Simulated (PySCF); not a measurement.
Species: C₅H₅S (charge +1).
Bonds: C1–C2 (aromatic), C2–C3 (aromatic), C3–S4 (aromatic), S4–C5 (aromatic), C5–C6 (aromatic), C1–C6 (aromatic). Hydrogens: H7 on C1; H8 on C2; H9 on C3; H10 on C5; H11 on C6.

Method: PBE0-D3(BJ)/def2-SVP geometry optimisation, gas phase (PySCF).

Some entries are withheld. Bonds in one row agree within 0.01 Å.

```
   coordinate    value
 C1–C2, C1–C6        ?
 C2–C3, C5–C6        ?
 C3–S4, S4–C5        ?
        C1–H7  1.093 Å
C2–H8, C6–H11  1.093 Å
C3–H9, C5–H10  1.095 Å
     C2–C1–C6        ?
     C1–C2–C3        ?
     C2–C3–S4        ?
     C3–S4–C5   103.8°
```

Q: Fill in the missing values.

A: 
- C1–C2, C1–C6 = 1.399 Å, aromatic (both ends aromatic CH carbon); 0.06 Å below the sum of covalent radii, 1.46 Å.
- C2–C3, C5–C6 = 1.382 Å, aromatic (aromatic CH carbon to aromatic CH next to a ring sulfur); 0.08 Å below the sum of covalent radii, 1.46 Å.
- C3–S4, S4–C5 = 1.685 Å, aromatic (aromatic CH next to a ring sulfur to ring sulfur); 0.09 Å below the sum of covalent radii, 1.78 Å.
- C2–C1–C6 = 123.0°, at the aromatic CH carbon, inside a 6-membered ring; the outer atoms are 2.459 Å apart.
- C1–C2–C3 = 122.5°, at the aromatic CH carbon, inside a 6-membered ring; the outer atoms are 2.438 Å apart.
- C2–C3–S4 = 124.1°, at the aromatic CH next to a ring sulfur, inside a 6-membered ring; the outer atoms are 2.713 Å apart.

Radii are Cordero's, carbon taken as 0.76, 0.73 or 0.69 Å for four, three, and two or fewer neighbours.

No frequency check.
